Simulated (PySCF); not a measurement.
Molecule: `CCC`, C3H8.

Structure with atom numbers: `[CH3:1][CH2:2][CH3:3]`. Hydrogens are named by the atom that carries them.

Spin–spin couplings on one PBE0-D3(BJ)/def2-SVP geometry, PySCF 2.14.0 with density-fitted response routines, gas phase, non-relativistic, equivalent pairs averaged (without the spin–dipole term); isotopes ¹³C, ¹H; basis pcJ-1.

Reference values (Hz): ¹J(C1,H(C1)) = 124.4 (measured; Jessen and Sauer, arXiv:2312.00705); ¹J(C2,H(C2)) = 125.4 (measured; Jessen and Sauer, arXiv:2312.00705); ¹J(C1,C2) = 34.6 (measured; Jessen and Sauer, arXiv:2312.00705).

How do the couplings (Hz) change with the functional? Times are CPU seconds on shared hosts with different chips, so compare them loosely; the GGAs took longer than the global hybrids here, which isn't the general rule, and the cause wasn't traced.

Answers


```tsv
functional	functions	¹J(C1,H(C1))	¹J(C2,H(C2))	¹J(C1,C2)	mean abs. error	core-s
HF	161	158.2	158.4	64.4	32.2	8.3
LDA	161	99.7	98.8	21.0	21.6	11
PBE	161	119.7	119.0	30.4	5.1	15
KT2	161	125.4	124.4	21.8	4.9	14
B3LYP	161	131.3	130.3	36.8	4.7	7.8
PBE0	161	123.6	123.2	35.1	1.2	14
B97-2	161	118.3	117.4	34.7	4.8	13
BHandHLYP	161	141.1	140.4	45.2	14.1	7
CAM-B3LYP	161	128.7	127.9	36.7	2.9	17
```

Errors compare magnitudes, without vibrational corrections, and the largest couplings weigh most in the mean. Closest: PBE0; furthest: HF.
